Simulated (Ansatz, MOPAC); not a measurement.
Reaction (SMILES): [SiH3]CC → [SiH3][CH2] (CH5Si) + [CH3] (CH3) (the C-C bond breaks)

Wanted: bond dissociation energy (enthalpy at 298 K), in kcal/mol. Terms: dispersion terms only where a functional's name holds one; UHF or UKS for open shells; non-relativistic; valence correlation only; 6-31G* and kin with 6d, 5d where marked; no spin-orbit coupling. CBS marks a two-point X^-3 extrapolation of the correlation energy; Hartree-Fock from the larger set. [CCSD(T)-MP2]/basis is that difference in the basis named. First-principles rows: single points at B3LYP-D3(BJ) geometries (Ansatz, a quantum-chemistry and plane-wave program), with unscaled harmonic terms from B3LYP/6-31G* (Ansatz) at its own minima. Semi-empirical rows: MOPAC heats of formation at their own minima for 298 K.

```tsv
species	coefficient	E at MP2/6-31G* (Ansatz), Eh	E at PBE0/def2-TZVPD (Ansatz), Eh	H(298 K) - E, kcal/mol	heat of formation at AM1 (MOPAC), kcal/mol
CC[SiH3]	-1	-369.64673	-370.32448	60.77	-16.52
[CH2][SiH3] (CH5Si)	+1	-329.82772	-330.38197	33.06	21.73
[CH3] (CH3)	+1	-39.66875	-39.79919	21.26	29.94
```

Coupled cluster (Ansatz) is a level with limits of its own, used here on species with T1 under 0.025 (0.045 for open shells) and stable references: RI-MP2/CBS(cc-pV(T+d)Z,cc-pV(Q+d)Z)+[CCSD(T)-MP2]/cc-pV(T+d)Z. Value to compare with, RI-MP2/CBS(cc-pV(T+d)Z,cc-pV(Q+d)Z)+[CCSD(T)-MP2]/cc-pV(T+d)Z (Ansatz): 86.6 kcal/mol. 1 Eh = 627.5095 kcal/mol.

Work the quantity out at each level, and compare with RI-MP2/CBS(cc-pV(T+d)Z,cc-pV(Q+d)Z)+[CCSD(T)-MP2]/cc-pV(T+d)Z (Ansatz).


- MP2/6-31G*: the sum of coefficient times E is 0.15026 Eh, or 94.29 kcal/mol; the thermal terms add -6.45. Result: 87.8 kcal/mol. Its difference against RI-MP2/CBS(cc-pV(T+d)Z,cc-pV(Q+d)Z)+[CCSD(T)-MP2]/cc-pV(T+d)Z (Ansatz) is 1.2 kcal/mol.
- PBE0/def2-TZVPD: the sum of coefficient times E is 0.14332 Eh, or 89.93 kcal/mol; the thermal terms add -6.45. Result: 83.5 kcal/mol. Its difference against RI-MP2/CBS(cc-pV(T+d)Z,cc-pV(Q+d)Z)+[CCSD(T)-MP2]/cc-pV(T+d)Z (Ansatz) is -3.1 kcal/mol.
- AM1: the sum of coefficient times heat of formation is 68.19 kcal/mol; it needs no thermal term. Its difference against RI-MP2/CBS(cc-pV(T+d)Z,cc-pV(Q+d)Z)+[CCSD(T)-MP2]/cc-pV(T+d)Z (Ansatz) is -18.4 kcal/mol.
